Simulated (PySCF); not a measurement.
# Electric properties by functional and basis

Compound: C5H10S.
SMILES: `[C@@H]1(C[C@H]1CC)S`

PySCF, dipoles from the SCF density, polarisabilities from static response with core orbitals frozen. Isolated species at its PBE0-D3(BJ)/def2-SVP geometry (one conformer only).

**Question.** Compare the levels for these properties.

**Answer.** 

```json
{"level": "LDA/def2-SVPD", "μ (D)": "1.599", "α (Å³)": "12.52", "anisotropy (Å³)": "3.43"}
{"level": "PBE/def2-SVPD", "μ (D)": "1.589", "α (Å³)": "12.36", "anisotropy (Å³)": "3.40"}
{"level": "B3LYP/def2-SVPD", "μ (D)": "1.578", "α (Å³)": "12.03", "anisotropy (Å³)": "3.17"}
{"level": "PBE0/def2-SVPD", "μ (D)": "1.626", "α (Å³)": "11.91", "anisotropy (Å³)": "3.15"}
{"level": "BHandHLYP/def2-SVPD", "μ (D)": "1.615", "α (Å³)": "11.64", "anisotropy (Å³)": "2.96"}
{"level": "CAM-B3LYP/def2-SVPD", "μ (D)": "1.595", "α (Å³)": "11.82", "anisotropy (Å³)": "3.00"}
{"level": "wB97X-D/def2-SVPD", "μ (D)": "1.650", "α (Å³)": "11.79", "anisotropy (Å³)": "3.00"}
{"level": "LC-wPBE/def2-SVPD", "μ (D)": "1.653", "α (Å³)": "11.48", "anisotropy (Å³)": "2.84"}
{"level": "HF/def2-SVPD", "μ (D)": "1.708", "α (Å³)": "11.29", "anisotropy (Å³)": "2.75"}
{"level": "PBE0/6-31G*", "μ (D)": "1.697", "α (Å³)": "9.82", "anisotropy (Å³)": "2.40"}
{"level": "PBE0/6-31+G*", "μ (D)": "1.683", "α (Å³)": "11.13", "anisotropy (Å³)": "2.86"}
{"level": "PBE0/def2-SVP", "μ (D)": "1.468", "α (Å³)": "10.01", "anisotropy (Å³)": "2.38"}
{"level": "PBE0/aug-cc-pVDZ", "μ (D)": "1.608", "α (Å³)": "12.13", "anisotropy (Å³)": "3.25"}
{"level": "PBE0/def2-TZVP", "μ (D)": "1.555", "α (Å³)": "11.43", "anisotropy (Å³)": "2.97"}
```

The anisotropy is √(½[(α1 − α2)² + (α2 − α3)² + (α3 − α1)²]). The dipole runs from 1.47 D (PBE0/def2-SVP) to 1.71 D (HF/def2-SVPD). No reference polarisability is at hand; against PBE0 in the largest diffuse basis at hand (aug-cc-pVDZ) the other PBE0 rows deviate by 6-31G* -19%, 6-31+G* -8%, def2-SVP -17%, def2-SVPD -2%, def2-TZVP -6%. In one basis (def2-SVPD) the functionals order the polarisability from HF (lowest) to LDA (highest), a spread of 11%. With PBE0 the polarisability is 10.42 Å³ without diffuse functions (mean of 6-31G*, def2-SVP and def2-TZVP) and 11.72 Å³ with them (mean of 6-31+G*, def2-SVPD and aug-cc-pVDZ).
